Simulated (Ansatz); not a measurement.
We consider hcp Zr, described by HSE06 in Ansatz (plane waves, PAW).

Run with plane-wave cutoff 500 eV, 12×12×6 k mesh (along the axes of the cell as run), Fermi–Dirac smearing 0.1 eV, scalar-relativistic PAW data made under PBE.

Computed at the level's own relaxed cell.

Estimate the equilibrium volume per atom, lattice parameter a and lattice parameter c that the calculation returns.


equilibrium volume per atom: 23.51 Å³/atom
lattice parameter a: 3.250 Å
lattice parameter c: 5.139 Å

Measured, for comparison: lattice constant a 3.232 Å, lattice parameter c 5.148 Å (293 K, not corrected to a static lattice; as tabulated in Wikipedia's data pages). Computed (rounded) less measured: lattice constant a +0.6 %, lattice parameter c -0.2 %.

Note: exact exchange on metals is sensitive to the k mesh and can open a false gap; the run warned that the count of filled bands differs between k points.

Static lattice: no zero-point or thermal effects.

Computing time: roughly 19 core-minutes.

Ansatz is a first-principles code.
